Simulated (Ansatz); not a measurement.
**Which isomer of BFH2Si gives these data?**

These gas-phase data were calculated for one isomer of BFH2Si at B3LYP/6-31G* (harmonic, unscaled wavenumbers; equilibrium rotational constants with average atomic masses):

* rotational constants: 22.42, 7.258, 5.743 GHz
* all wavenumbers above 1500 cm⁻¹: 2654, 2581

Candidates:

(1) `B[Si]F`, a singlet
(2) `FB[SiH]`, a singlet

Which structure fits?

Candidate (1). No mode falls between 2000 and 2380 cm⁻¹, where the Si–H stretch of (2) would stand.

The same quantities for all candidates:

```tsv
	rotational constants (GHz)	wavenumbers above 1500 cm⁻¹	E above the lowest, B3LYP/6-31G* (kcal/mol)
(1)	22.42, 7.258, 5.743	2654, 2581	2.7
(2)	50.14, 4.549, 4.334	2537, 2024	0.0
```

Each candidate is one conformer. Programs: Ansatz 0.2.0.
